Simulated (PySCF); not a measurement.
# NOF (SMILES O=NF) at revPBE/def2-TZVPP

What is the vertical ionisation energy of NOF at revPBE/def2-TZVPP? Input form: a Python script.

The calculation is run with PySCF 2.14.0.

1 further run of the same task is left out (set aside as unsound or not needed).

## 1. Starting point

The species is NOF (3 atoms), meant as a singlet with charge 0. As SMILES, `O=NF`. The shape is that of a PBE0-D4/def2-TZVP optimisation.

Bond lengths: O1–N2 1.127 Å, N2–F3 1.483 Å. Angles: O1–N2–F3 110.4°.

## 2. A single-point energy at revPBE/def2-TZVPP

The input, run.py:

```python
# nitrosyl fluoride
from pyscf import gto, dft

mol = gto.Mole()
mol.atom = '''
O    0.868350   0.242970   0.504740
N    0.148930  -0.482540   0.029910
F   -1.017290   0.239580  -0.534650
'''
mol.max_memory = 1860
mol.basis = 'def2-tzvpp'
mol.verbose = 3
mol.build()

ks = dft.RKS(mol)
ks.xc = 'revpbe'
ks.conv_tol = 1e-10
ks.grids.level = 5
ks.kernel()
if not ks.converged:
    ks = ks.newton().run(ks.mo_coeff, ks.mo_occ)

energy = ks.e_tot
print('E = %.10f Eh' % energy)
```

Command:

```
$ OMP_NUM_THREADS=1 python run.py
```

The log of the run:

```text
converged SCF energy = -229.765032259567
E = -229.7650322596 Eh
```

It took 8.4 s on 1 thread of Arm Neoverse V2, shared host; peak memory 0.44 GiB.

## 3. The doublet cation

The input, calc.py:

```python
from pyscf import gto, dft

mol = gto.M(
    atom='''
O      1.640944     0.459147     0.953820
N      0.281437    -0.911868     0.056522
F     -1.922399     0.452741    -1.010342
''',
    spin=1,
    unit='bohr',
    max_memory=1860,
    charge=1,
    basis='def2-tzvpp',
    verbose=4,
)

mf = dft.UKS(mol, xc='revpbe')
mf.conv_tol = 1e-10
mf.grids.level = 5
mf.kernel()
if not mf.converged:
    mf = mf.newton().run(mf.mo_coeff, mf.mo_occ)

e_tot = mf.e_tot
print(f'total energy: {e_tot:.8f} hartree')
```

Command:

```
$ OMP_NUM_THREADS=1 python calc.py
```

The log of the run:

```text
PySCF version 2.14.0

[INPUT] num. atoms = 3
[INPUT] num. electrons = 23
[INPUT] charge = 1
[INPUT] spin (= nelec alpha-beta = 2S) = 1
[INPUT] symmetry False subgroup None
[INPUT] Mole.unit = bohr
[INPUT] Symbol           X                Y                Z      unit          X                Y                Z       unit  Magmom
[INPUT]  1 O      0.868350169196   0.242970128862   0.504739807320 AA    1.640944000000   0.459147000000   0.953820000000 Bohr   0.0
[INPUT]  2 N      0.148930046710  -0.482539764967   0.029910154316 AA    0.281437000000  -0.911868000000   0.056522000000 Bohr   0.0
[INPUT]  3 F     -1.017289741095   0.239580219649  -0.534649961635 AA   -1.922399000000   0.452741000000  -1.010342000000 Bohr   0.0

nuclear repulsion = 66.4729284466303
number of shells = 33
number of NR pGTOs = 138
number of NR cGTOs = 93
basis = def2-tzvpp
ecp = {}

******** <class 'pyscf.dft.uks.UKS'> ********
method = UKS
initial guess = minao
damping factor = 0
level_shift factor = 0
DIIS = <class 'pyscf.scf.diis.CDIIS'>
diis_start_cycle = 1
diis_space = 8
diis_damp = 0
SCF conv_tol = 1e-10
SCF conv_tol_grad = None
SCF max_cycles = 50
direct_scf = True
direct_scf_tol = 1e-13
number electrons alpha = 12  beta = 11
XC library pyscf.dft.libxc version 7.0.0
    S. Lehtola, C. Steigemann, M. J.T. Oliveira, and M. A.L. Marques.,  SoftwareX 7, 1–5 (2018)
XC functionals = revpbe
    Y. Zhang and W. Yang.,  Phys. Rev. Lett. 80, 890 (1998)
    J. P. Perdew, K. Burke, and M. Ernzerhof.,  Phys. Rev. Lett. 77, 3865 (1996)
    J. P. Perdew, K. Burke, and M. Ernzerhof.,  Phys. Rev. Lett. 78, 1396 (1997)
radial grids:
    Treutler-Ahlrichs [JCP 102, 346 (1995); DOI:10.1063/1.469408] (M4) radial grids

becke partition: Becke, JCP 88, 2547 (1988); DOI:10.1063/1.454033
pruning grids: <function nwchem_prune>
grids dens level: 5
symmetrized grids: False
atomic radii adjust function: <function treutler_atomic_radii_adjust>
small_rho_cutoff = 0
Set gradient conv threshold to 1e-05
tot grids = 128976
init E= -230.147111681132
[... the frontier-level lines of each cycle are left out ...]

cycle= 1 E= -229.084730182601  delta_E= 1.06  |g|= 0.705  |ddm|= 1.17
cycle= 2 E= -226.302952180589  delta_E= 2.78  |g|= 2.83  |ddm|=  1.5
cycle= 3 E= -228.58711365569  delta_E= -2.28  |g|= 1.38  |ddm|= 1.27
cycle= 4 E= -229.168355599132  delta_E= -0.581  |g|= 0.575  |ddm|= 0.848
cycle= 5 E= -229.295965087395  delta_E= -0.128  |g|= 0.052  |ddm|= 0.379
cycle= 6 E= -229.296912080924  delta_E= -0.000947  |g|= 0.0128  |ddm|= 0.0276
cycle= 7 E= -229.296971831133  delta_E= -5.98e-05  |g|= 0.00644  |ddm|= 0.0107
cycle= 8 E= -229.296983835342  delta_E= -1.2e-05  |g|= 0.00417  |ddm|= 0.00528
cycle= 9 E= -229.296990456345  delta_E= -6.62e-06  |g|= 0.00121  |ddm|= 0.00196
cycle= 10 E= -229.296991257791  delta_E= -8.01e-07  |g|= 0.000233  |ddm|= 0.00142
cycle= 11 E= -229.29699129283  delta_E= -3.5e-08  |g|= 0.000126  |ddm|= 0.000416
cycle= 12 E= -229.296991300565  delta_E= -7.74e-09  |g|= 3.12e-05  |ddm|= 0.000123
cycle= 13 E= -229.296991300968  delta_E= -4.03e-10  |g|= 9.57e-06  |ddm|= 3.39e-05
cycle= 14 E= -229.296991301006  delta_E= -3.77e-11  |g|= 1.71e-06  |ddm|= 6.91e-06
Extra cycle  E= -229.296991300996  delta_E= 9.89e-12  |g|= 5.35e-06  |ddm|= 2.97e-06
converged SCF energy = -229.296991300996  <S^2> = 0.75537602  2S+1 = 2.0053688
total energy: -229.29699130 hartree
```

Wall time 16 s (1 thread of Arm Neoverse V2, shared host); peak memory 0.46 GiB.

## 4. What came out

Level: revPBE/def2-TZVPP.

```
                                          quantity          value
                         singlet NOF: total energy  -229.76503 Eh
                        singlet NOF: dipole moment         1.26 D
                          singlet NOF: HOMO energy       -8.01 eV
                          singlet NOF: LUMO energy       -4.34 eV
                        singlet NOF: HOMO–LUMO gap        3.67 eV
                      doublet cation: total energy  -229.29699 Eh
doublet cation: HOMO energy (highest over α and β)      -18.93 eV
 doublet cation: LUMO energy (lowest over α and β)      -17.51 eV
                              doublet cation: ⟨S²⟩          0.755
vertical ionisation energy (to the doublet cation)      12.736 eV
```

**Reading.** Removing an electron at fixed nuclei costs 12.74 eV (1229 kJ/mol). The negative HOMO energy of the first species, 8.01 eV, lies 4.73 eV below that difference. Mulliken charges (singlet NOF) run from -0.18 on F3 to +0.18 on N2.
